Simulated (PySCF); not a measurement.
Molecule: `CC1=NCCO1`, C4H7NO.

Structure with atom numbers: `[CH3:1][C:2]1=[N:3][CH2:4][CH2:5][O:6]1`. Each H is labelled by its parent atom.

Geometry PBE0-D3(BJ)/def2-SVP throughout; GIAO in PySCF 2.14, gas phase, one conformer, non-relativistic; equivalent atoms averaged; basis pcSseg-1.

**Question.** How do the absolute shieldings σ depend on the functional? (ppm; last column core-seconds on shared hosts with different chips, so compare them loosely; the GGAs took longer than the global hybrids here, which isn't the general rule, and the cause wasn't traced)

**Answer.** 
```csv
functional,kind,C2,C5,C4,C1,N3,O6,H(C5),H(C4),H(C1),core-s
HF,Hartree–Fock,16.6,129.8,139.9,174.7,21.0,196.2,27.89,28.18,29.73,3.5
LDA,LDA,10.1,108.8,120.6,166.7,10.1,136.9,26.67,26.86,29.03,8.9
PBE,GGA,14.2,109.3,120.3,165.1,14.2,135.3,27.12,27.31,29.39,12
BLYP,GGA,7.8,103.6,114.6,160.0,6.9,132.9,27.29,27.50,29.55,12
BP86,GGA,13.6,108.9,119.9,164.4,14.6,136.6,27.19,27.39,29.44,12
OPBE,GGA,26.2,116.8,127.2,170.1,26.5,139.3,27.19,27.36,29.39,13
KT2,GGA,24.7,114.7,125.1,168.9,29.5,142.3,27.18,27.35,29.36,18
KT3,GGA,25.5,114.1,124.3,167.6,28.2,140.3,27.34,27.52,29.49,16
B97-D,GGA,16.7,109.2,120.1,163.7,19.3,139.6,27.34,27.56,29.57,16
B3LYP,global hybrid,8.6,109.6,120.5,163.6,7.5,147.2,27.38,27.60,29.54,9.9
PBE0,global hybrid,14.8,116.2,126.9,169.0,14.5,152.4,27.28,27.49,29.41,11
mPW1PW91,global hybrid,13.7,115.1,126.0,167.8,13.1,151.6,27.34,27.55,29.46,10
WP04,global hybrid,0.7,101.1,112.0,155.1,-3.8,133.8,27.70,27.92,29.69,7.5
B97-2,global hybrid,17.0,115.7,126.3,168.0,18.1,151.7,27.40,27.61,29.52,7.4
BHandHLYP,global hybrid,10.3,117.5,128.0,168.1,9.7,166.9,27.53,27.77,29.55,7.1
CAM-B3LYP,range-separated hybrid,8.6,113.6,125.1,166.8,10.2,159.7,27.33,27.59,29.48,9.8
wB97X-D,range-separated hybrid,13.3,116.2,127.5,168.4,15.0,158.9,27.42,27.66,29.53,9.3
LC-wPBE,range-separated hybrid,13.6,120.8,133.1,172.2,19.8,170.7,27.37,27.67,29.48,14
```

**Question.** Which nucleus moves most, in ppm?

**Answer.** O6 (ether oxygen): from 132.9 ppm with BLYP to 196.2 ppm with HF. The smallest spread is 0.69 ppm, at H(C1). Proton shifts span only some 12 ppm, so a few tenths of a ppm matter as much there as several ppm in carbon.
